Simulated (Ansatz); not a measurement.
Results of LDA (plane waves, PAW; Ansatz, a program for electronic structure) for fcc Pt.

Input file:

Ansatz 0.2 input:
```yaml
crystal:
  lattice:
    - [0.0, 1.9469950332, 1.9469950332]
    - [1.9469950332, 0.0, 1.9469950332]
    - [1.9469950332, 1.9469950332, 0.0]
  atoms:
    - { symbol: Pt, position: [0.0, 0.0, 0.0] }
basis:
  ecutwfc: 520
  ecutrho_ratio: 4
  xc_grid: 2
kpoints:
  mp_grid: { grid: [24, 24, 24] }
hamiltonian:
  xc: lda
  dispersion: none
  pseudopotentials: { kind: paw }
scf:
  occupations: { method: fermi_dirac, width: 0.05 }
  convergence: { dr2_threshold: 0.000000001 }
output:
  forces: false
  stress: true
  eigenvalues: true
```

From the output:

```
WARN output.stress: scf.convergence.dr2_threshold = 1e-9 eV is looser than the 1e-10 eV advised for a printed stress (1e-10 eV for each atom of the cell: 1)
Crystal: 1 atoms, lattice volume = 14.761 Å³
Basis set: ecut = 520 eV, 411 PW (Γ), exchange–correlation on 48×48×48 points (8 copies of the dense FFT grid, shifted against one another)
Bands: 13, of which v1, the nominal top of the filled ones, is band 9 counted from 1 (8 counted from 0)
Symmetry: 48 space group operations
Space group: Fm-3m (ITA 225), of the structure as read, at distance tolerance 2.5e-5 Å
k-points: 413 of 13824
Functional: x = slater, c = lda
SCF iter   1: F=—  HF=-12244.997679 eV  |F-HF|=—  |Δ(HF+E_count)|=         —  Δρ=6.54e-3  dr2=2.72e-3
SCF iter   2: F=—  HF=-12244.996743 eV  |F-HF|=—  |Δ(HF+E_count)|=   9.36e-4  Δρ=3.26e-3  dr2=5.47e-4
  ...
SCF iter   5: F=—  HF=-12244.996623 eV  |F-HF|=—  |Δ(HF+E_count)|=   9.81e-8  Δρ=4.40e-6  dr2=2.04e-9
SCF iter   6: F=-12244.996623 eV  HF=-12244.996623 eV  |F-HF|=4.37e-11  |Δ(HF+E_count)|=  5.17e-10  Δρ=7.67e-7  dr2=6.53e-11
SCF 1 converged in 6 iterations: F = -12244.996623 eV  dr2 = 6.53e-11
SCF converged after 6 iterations
Free energy (F): -12244.996623 eV
Internal energy: -12244.980779 eV  (E = F + TS)
E sigma→0 (E₀):  -12244.988701 eV
Fermi energy:    23.705573 eV
--- Stress (GPa, compression-positive) ---
       -0.000232       0.000000       0.000000
        0.000000      -0.000232       0.000000
        0.000000      -0.000000      -0.000232
  P = ⅓ Tr σ = -0.0002 GPa (-0.002 kbar)
```

The PAW data were made under PBE.

It cost roughly 4 core-seconds of CPU time.
